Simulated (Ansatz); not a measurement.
## OP: a search for lower mean-field states

Computed with the Ansatz DFT code, driven from Python.

Script `run_states.py`:
```python
import warnings

import ansatz as az
from ase import Atoms
import numpy as np

params = {
    "basis": "6-31G*",
    "functional": "HF",
}

warnings.simplefilter("ignore", az.DeckWarning)

atoms = Atoms(["P", "O"], positions=[
    [0.0, 0.0, 0.0],
    [0.0, 0.0, 1.665],
])
geometry = az.Crystal.molecule_from_ase(atoms)
symbols = [site.symbol for site in geometry.cartesian_sites]

start = np.array([site.position_ang for site in geometry.cartesian_sites])
for factor in [1.0, 1.25, 1.6]:
    xyz = (start - start.mean(axis=0)) * factor
    scaled = az.Crystal.molecule()
    for symbol, place in zip(symbols, xyz):
        scaled = scaled.atom(symbol, place.tolist())
    base = (
        scaled.calculation()
        .basis(gaussian=params["basis"])
        .functional(params["functional"])
        .accuracy("high")
        .spin("collinear", total=1)
    )
    for search in ("off", "standard"):
        try:
            report = base.scf(lower_state_search=search).run(threads=1, pin="off").report
        except az.AnsatzError as error:
            print(f"x{factor} search {search}: {type(error).__name__}")
            continue
        state = report["mean_field"]["state"]
        print(f"all distances x{factor}, search {search:8s} E = {report['free_energy_ev']:.5f} eV  <S^2> = {abs(state['spin_squared']):.3f}  other states met: {len(report['mean_field']['others'])}")
```

Output of `python run_states.py`:
```text
all distances x1.0, search off      E = -11306.96411 eV  <S^2> = 1.439  other states met: 0
all distances x1.0, search standard E = -11307.27500 eV  <S^2> = 1.489  other states met: 6
all distances x1.25, search off      E = -11305.13123 eV  <S^2> = 2.039  other states met: 0
all distances x1.25, search standard E = -11305.74124 eV  <S^2> = 2.093  other states met: 9
all distances x1.6, search off      E = -11300.38918 eV  <S^2> = 0.789  other states met: 0
all distances x1.6, search standard E = -11305.58423 eV  <S^2> = 2.664  other states met: 10
```

Notes:
- The settings weren't tested for convergence.
- The count of other states can hold repeated and symmetry-equivalent ends of the search; scaling all distances is a test, and for more than two atoms no physical path.
- The species is open-shell (spin multiplicity 2).
- The expectation value of S² is noticeably off S(S+1) in at least one run, so that state is spin-contaminated.
- The spin state was assumed, and another may lie lower.
- It ran for 4.2 s on 1 thread of Intel(R) Xeon(R) 6975P-C (Granite Rapids), with other jobs on the host, peak memory 0.16 GiB.

(Lines on the test bed's own set-up are left out of the output.)
